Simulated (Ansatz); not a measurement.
A calculation with Ansatz (development build ahead of 0.2.0).

```yaml
crystal:
  periodic: [false, false, false]
  atoms:
    - { symbol: C, position_ang: [0.0, 0.0, 0.0] }
    - { symbol: H, position_ang: [0.0, 0.0, 2.5] }
basis:
  gaussian: { orbitals: pcseg-2 }
magnetization:
  initial_magnetization: 1
hamiltonian:
  xc: pbe
```

The input is written out in the form of the current development build from the run's settings.

Results

```yaml
Converged: yes
Total_energy: -38.28793 hartree
Spin_squared_of_the_determinant: 0.750
Stability_test: minimum among restricted orbitals
```

Caution: stretched shape with no unrestricted run beside it, a lower state can exist; charge can spread falsely over distant fragments.
